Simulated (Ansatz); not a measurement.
## Ansatz (development build ahead of 0.2.0) run

```yaml
crystal:
  periodic: [false, false, false]
  atoms:
    - { symbol: "N", position_ang: [0.01579, -0.01935, 0.0068] }
    - { symbol: H, position_ang: [-0.20222, -0.22445, 1.02259] }
    - { symbol: H, position_ang: [0.66025, 0.79831, -0.03642] }
    - { symbol: H, position_ang: [-0.78631, 0.3395, -0.53896] }
basis:
  gaussian: { orbitals: def2-SVP }
total_charge: 1
magnetization:
  spin_polarized: true
  initial_magnetization: 1
hamiltonian:
  xc: hf
output:
  forces: true
```

The input is written out in the form of the current development build from the run's settings.

The run gave:

* Converged: yes
* Total energy: -55.81006 hartree
* Spin squared of the determinant: 0.758
* Stability test: minimum

Forces (eV/Å):
| atom | Fx | Fy | Fz |
| --- | --- | --- | --- |
| N1 | -1.248 | 4.203 | 2.182 |
| H2 | 0.444 | -0.950 | -1.648 |
| H3 | 0.801 | -1.556 | -0.258 |
| H4 | 0.003 | -1.696 | -0.277 |
